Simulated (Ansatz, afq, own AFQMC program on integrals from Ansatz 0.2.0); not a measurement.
**The Al2–O3 bond of CH$_{3}$AlO, singlet, worked out**

```xyz
6

C    -0.4126    0.4983   -0.3154
Al    0.6980   -0.8430    0.5336
O     1.6173   -1.9531    1.2363
H     0.0681    1.4873   -0.2640
H    -1.3915    0.5622    0.1840
H    -0.5793    0.2483   -1.3745
```

The molecule and both fragments are relaxed with PBE0/def2-SVP; the fragments keep their bonds.

Basis def2-TZVP. Only valence electrons are correlated. Integrals, coupled cluster, full CI and functionals: Ansatz 0.2.0; the random walks run on the same integrals in our own AFQMC program. ph-AFQMC/CISD is guided by a CISD state made of CCSD amplitudes; releasing the constraint for a short imaginary time cuts its bias at the price of noise, slowly where states lie close. Uncertainties: one standard error, sampling alone.

Total energies in eV. CBS is CCSD(T) at the limit of def2-TZVPP/QZVPP (extrapolated itself); the highest rung of each member is named.

Cautions: CH₃AlO (singlet): higher spins were not checked, raised T1 diagnostic (T1 0.024, weight of the determinant 0.83, largest double 0.04), the released value is read at 1.50 1/Eh with a noise of 12 meV, more than in the cases checked (meV from the phaseless value at times in 1/Eh: -15 ± 5 at 0.24, -25 ± 8 at 0.51, -21 ± 9 at 0.99, -30 ± 12 at 1.50); CH₃Al (singlet): restricted determinant unstable towards unrestricted (UHF 6 meV lower, ⟨S²⟩ 0.11).

| member | count | CCSD(T)/def2-TZVP | highest rung in def2-TZVP | which | CCSD(T)/CBS |
| --- | --- | --- | --- | --- | --- |
| CH₃Al, singlet | +1 | -7667.9235 | -7667.9520 | CCSDT(Q) | -7669.0403 |
| O (triplet) | +1 | -2040.2212 | -2040.2314 | FCI | -2040.9924 |
| CH₃AlO, singlet | -1 | -9713.2932 | -9713.3738 ± 0.0118 | released AFQMC | -9715.4745 |

Question: Work out the best estimate of the bond energy: the CCSD(T)/CBS difference plus the step from CCSD(T) to the highest rung.

Answer: Sums with the counts: CCSD(T)/CBS 5.4418 eV, highest rung 5.1904 eV, CCSD(T)/def2-TZVP 5.1485 eV. The step is 5.1904 − 5.1485 = 0.0419 eV, so the best estimate is 5.4418 + (0.0419) = 5.4837 eV = 529.1 kJ/mol, with sampling noise 0.012 eV. The basis set is worth 0.293 eV of it. Zero-point, core-correlation and spin–orbit terms aren't in it. Past Ne the Hartree–Fock part of each CBS total tends to overshoot, since the cores don't follow the formula; that largely cancels in the difference.

Best estimates are given only where the step beyond CCSD(T) is under 0.3 eV and no member's determinant is very poor (T1 over 0.05, or 0.07 for open shells, ⟨S²⟩ too high by 0.3, two states mixed), so the hardest cases are missing from such tables.

CCSDT and higher add their correlation energy to the determinant of the CCSD(T) run, since their own runs factorise the integrals more tightly (a shift of under 2 meV). Each member of a difference takes its own highest rung, so a best estimate needn't equal the limit plus the step of one row. A walk keeps the symmetry of its determinant, which the program's search chose and which needn't be the lowest solution, so a lower state of the same spin and another symmetry isn't excluded. Released energies are given only where the last usable release times agree within the noise; a slower fall can still hide under it.
